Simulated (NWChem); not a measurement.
# One shape, several levels: doublet [F2]+

Wanted: a comparison of 3 runs (UB3LYP/cc-pVTZ, UM06-L/cc-pVTZ, UCCSD(T)/cc-pVTZ) of doublet [F2]+. 

The calculation is run with NWChem 7.3.0.

### Step 1. The structure to begin with

[F2]+: 2 atoms, total charge +1, spin state doublet. As SMILES of the parent species, `FF`. The shape is that of a PBE0-D4/def2-TZVP optimisation. That shape belongs to the parent species and isn't relaxed for this state.

Bond lengths: F1–F2 1.376 Å.

### Step 2. The energy at UB3LYP/cc-pVTZ (run 1)

f2.nw reads:

```
start f2
title "F2"
memory stack 880 mb heap 220 mb global 1100 mb
charge 1

geometry noautosym nocenter noautoz
   F     -0.583900     0.212400    -0.295000
   F      0.583900    -0.212400     0.295000
end

basis spherical bse
   * library cc-pVTZ
end

dft
   xc b3lyp
   mult 2
   grid xfine
   convergence energy 1e-08
   maxiter 100
   mulliken
end

task dft energy
```

On the command line:

```console
$ nwchem f2.nw > f2.out
```

The log of the run:

```text
[...]
          Wavefunction type:  spin polarized.
          No. of atoms     :     2
          No. of electrons :    17
[...]
          Charge           :     1
          Spin multiplicity:     2
[...]
          AO basis - number of functions:    60
[...]
              XC Information
              --------------
                         B3LYP Method XC Potential
                     Hartree-Fock (Exact) Exchange  0.200
                        Slater Exchange Functional  0.800 local
                    Becke 1988 Exchange Functional  0.720 non-local
              Lee-Yang-Parr Correlation Functional  0.810
                  VWN I RPA Correlation Functional  0.190 local
[...]
 d= 0,ls=0.0,diis     1   -198.9898754482 -2.30D+02  1.76D-03  1.70D-01     1.1
[...]
 d= 0,ls=0.0,diis     7   -199.0083525879 -1.96D-09  1.38D-07  1.23D-10     6.3
[...]
         Total DFT energy =     -199.008352587948
      One electron energy =     -331.312751439167
           Coulomb energy =      121.388356851905
    Exchange-Corr. energy =      -20.243411005863
 Nuclear repulsion energy =       31.159453005178
[...]
      Total Density - Mulliken Population Analysis
     ---------------------------------------------
    Atom       Charge   Shell Charges
 -----------   ------   -------------------------------------------------------
    1 F    9     8.50   1.94  0.31  1.14  0.59  1.48  2.15  0.86  0.00  0.02  0.00
    2 F    9     8.50   1.94  0.31  1.14  0.59  1.48  2.15  0.86  0.00  0.02  0.00
[...]
      <S2> =      0.7530 (Exact =     0.7500)
[...]
```

It took 6.9 s on 1 thread of Intel Xeon Platinum 8488C (Sapphire Rapids), shared host; peak memory 0.11 GiB.

### Step 3. A single-point energy at UM06-L/cc-pVTZ (run 2)

f2.nw reads:

```
start f2
title "F2"
memory stack 880 mb heap 220 mb global 1100 mb
charge 1

geometry units angstrom noautosym nocenter noautoz
F     -0.583900     0.212400    -0.295000
F      0.583900    -0.212400     0.295000
end

basis spherical bse
* library cc-pVTZ
end

dft
xc m06-l
mult 2
grid xfine
convergence energy 1e-08
maxiter 100
mulliken
print medium
end

task dft energy
```

On the command line:

```console
$ nwchem f2.nw > f2.out
```

The log of the run:

```text
[...]
          Wavefunction type:  spin polarized.
          No. of atoms     :     2
          No. of electrons :    17
[...]
          Charge           :     1
          Spin multiplicity:     2
[...]
          AO basis - number of functions:    60
[...]
              XC Information
              --------------
                        M06-L Method XC Functional
                         M06-L Exchange Functional  1.000
                       M06-L Correlation Potential  1.000
[...]
 d= 0,ls=0.0,diis     1   -198.9634622098 -2.30D+02  1.75D-03  1.31D-01     1.3
[...]
 d= 0,ls=0.0,diis     9   -198.9807919365 -1.60D-10  3.92D-08  7.87D-11    12.1
[...]
         Total DFT energy =     -198.980791936470
      One electron energy =     -331.412255926458
           Coulomb energy =      121.515113026560
    Exchange-Corr. energy =      -20.243102041749
 Nuclear repulsion energy =       31.159453005178
[...]
      Total Density - Mulliken Population Analysis
     ---------------------------------------------
    Atom       Charge   Shell Charges
 -----------   ------   -------------------------------------------------------
    1 F    9     8.50   1.95  0.31  1.16  0.58  1.45  2.21  0.82  0.00  0.02  0.00
    2 F    9     8.50   1.95  0.31  1.16  0.58  1.45  2.21  0.82  0.00  0.02  0.00
[...]
      <S2> =      0.7532 (Exact =     0.7500)
[...]
```

Run time: 13 s. Hardware: 1 thread of Intel Xeon Platinum 8488C (Sapphire Rapids), shared host; peak memory 0.11 GiB.

### Step 4. The energy at UCCSD(T)/cc-pVTZ (run 3)

f2.nw reads:

```
start f2
title "F2"
memory stack 880 mb heap 220 mb global 1100 mb
charge 1

geometry noautosym nocenter noautoz
   F     -0.583900     0.212400    -0.295000
   F      0.583900    -0.212400     0.295000
end

basis "ao basis" spherical bse
   * library cc-pVTZ
end

scf
   doublet
   uhf
   thresh 1e-08
   maxiter 80
   noprint "final vectors analysis"
end

tce
   scf
   ccsd(t)
   freeze core 2
   maxiter 60
end

task tce energy
```

On the command line:

```console
$ nwchem f2.nw > f2.out
```

The log of the run:

```text
[...]
  functions       =    60
[...]
  wavefunction    = UHF
[...]
         Total SCF energy =   -198.169619206461
      One electron energy =   -330.997172492353
      Two electron energy =    101.668100280714
 Nuclear repulsion energy =     31.159453005178
                       Sz =      0.5000
                 Sz(Sz+1) =      0.7500
                      S^2 =      0.7685
[...]
         Wavefunction type : Unrestricted Hartree-Fock
          No. of electrons :    17
[...]
         Spin multiplicity : doublet
[...]
 CCSD total energy / hartree       =      -198.699485934920034
[...]
 CCSD[T] total energy / hartree       =      -198.725390038485955
[...]
 CCSD(T) total energy / hartree       =      -198.723916313742023
[...]
```

Run time: 32 s. Hardware: 1 thread of Intel Xeon Platinum 8488C (Sapphire Rapids), shared host; peak memory 0.47 GiB.

### Step 5. All runs side by side

```tsv
run	level	integration grid	iteration cap	energy (Eh)	HOMO energy (eV)	LUMO energy (eV)	⟨S²⟩	wall time
1	UB3LYP/cc-pVTZ	xfine	100	-199.008353	-23.95	-20.36	0.753	6.9 s
2	UM06-L/cc-pVTZ	xfine	100	-198.980792	-21.97	-21.08	0.753	13 s
3	UCCSD(T)/cc-pVTZ	–	80	-198.723916	–	–	0.768	32 s
```

### Step 6. Summary of results

| quantity | value |
| --- | --- |
| run 3: total energy | -198.72392 Eh |
| run 3: correlation energy (2 core orbitals frozen) | -554.3 mEh |
| run 3: (T) correction | -24.43 mEh |
| run 3: ⟨S²⟩ of the reference determinant | 0.768 |

**Reading.** Totals of different functionals can't be ranked against each other. All runs together took 52 s, the longest 32 s.
